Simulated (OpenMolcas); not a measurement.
# Multireference states of AlB⁺

Aim: the low electronic states of AlB⁺, first without spin–orbit coupling and then as Ω levels, at one distance and along the bond.

Program: OpenMolcas 26.06. Level of theory: SA-CASSCF(5,8), XMS-CASPT2, RASSI; ANO-RCC-VTZP. These are calculated values, not measurements.

## 1. Input

C2 symmetry about the axis (a holds Σ, Δ, Γ; b holds Π, Φ, H; Σ⁺ and Σ⁻ are not told apart); roots by multiplicity and irrep: 2a 6, 2b 6, 4b 4, 4a 5.

Active shells: Al 3s 3p, B 2s 2p.

Contents of m.inp:

```
&GATEWAY
Coord
2
angstrom
Al 0.0 0.0 0.0
B 0.0 0.0 2.3540
Basis=ANO-RCC-VTZP
Group=XY
RX2C
AMFI
ANGMom
0.0 0.0 0.0
RICD
&SEWARD
&GUESSORB
&RASSCF
FileOrb=$CurrDir/o21.orb
Symmetry=1
Spin=2
nActEl=5 0 0
Inactive=4 2
RAS2=4 4
CIRoot=6 6 1
Linear
Iterations=120 100
OrbListing=Nothing
PRWF=0.15
>>COPY $Project.RasOrb $CurrDir/o21.orb
>>COPY $Project.rasscf.h5 $CurrDir/r21.h5
&CASPT2
XMultistate=all
Imaginary=0.2
IPEA=0.25
MaxIter=40
>>COPY $Project.JobMix JOB001
&RASSCF
FileOrb=$CurrDir/o22.orb
Symmetry=2
Spin=2
nActEl=5 0 0
Inactive=4 2
RAS2=4 4
CIRoot=6 6 1
Linear
Iterations=120 100
OrbListing=Nothing
PRWF=0.15
>>COPY $Project.RasOrb $CurrDir/o22.orb
>>COPY $Project.rasscf.h5 $CurrDir/r22.h5
&CASPT2
XMultistate=all
Imaginary=0.2
IPEA=0.25
MaxIter=40
>>COPY $Project.JobMix JOB002
&RASSCF
FileOrb=$CurrDir/o42.orb
Symmetry=2
Spin=4
nActEl=5 0 0
Inactive=4 2
RAS2=4 4
CIRoot=4 4 1
Linear
Iterations=120 100
OrbListing=Nothing
PRWF=0.15
>>COPY $Project.RasOrb $CurrDir/o42.orb
>>COPY $Project.rasscf.h5 $CurrDir/r42.h5
&CASPT2
XMultistate=all
Imaginary=0.2
IPEA=0.25
MaxIter=40
>>COPY $Project.JobMix JOB003
&RASSCF
FileOrb=$CurrDir/o41.orb
Symmetry=1
Spin=4
nActEl=5 0 0
Inactive=4 2
RAS2=4 4
CIRoot=5 5 1
Linear
Iterations=120 100
OrbListing=Nothing
PRWF=0.15
>>COPY $Project.RasOrb $CurrDir/o41.orb
>>COPY $Project.rasscf.h5 $CurrDir/r41.h5
&CASPT2
XMultistate=all
Imaginary=0.2
IPEA=0.25
MaxIter=40
>>COPY $Project.JobMix JOB004
&RASSI
Nr of JobIphs=4 6 6 4 5
1 2 3 4 5 6
1 2 3 4 5 6
1 2 3 4
1 2 3 4 5
SpinOrbit
EJob
Omega
MEES
MESO
Properties=4
'AngMom' 3 'Mltpl  1' 1 'Mltpl  1' 2 'Mltpl  1' 3
Thrs=1.0d-4
>>COPY $Project.rassi.h5 $CurrDir/so.h5
```

Each module block was a call of its own in one work directory; start orbitals came from a preliminary run.

Run with:

```console
> pymolcas m.inp
```

## 2. CASSCF and CASPT2, block by block

Further steps of the session: Spin–orbit coupling by RASSI.

**Question.** What will these runs give? Wanted: lowest spin-free state; next spin-free state; lowest level; next level; lowering by spin–orbit coupling.

The runs gave:

| quantity | value |
| --- | --- |
| lowest spin-free state | (1)2Σ |
| next spin-free state | (1)2Π, 0.249 eV |
| lowest level | Ω = 1/2, 100 % (1)2Σ |
| next level | Ω = 1/2, 2002 cm⁻¹ |
| lowering by spin–orbit coupling | 0 cm⁻¹ |

In words: At 2.354 Å the lowest computed level has Ω = 1/2 and is 100 % (1)2Σ. Only the spin multiplicities and numbers of roots in the input were computed, so the list of states is not complete and the lowest one found need not be the ground state; labels number the states computed.
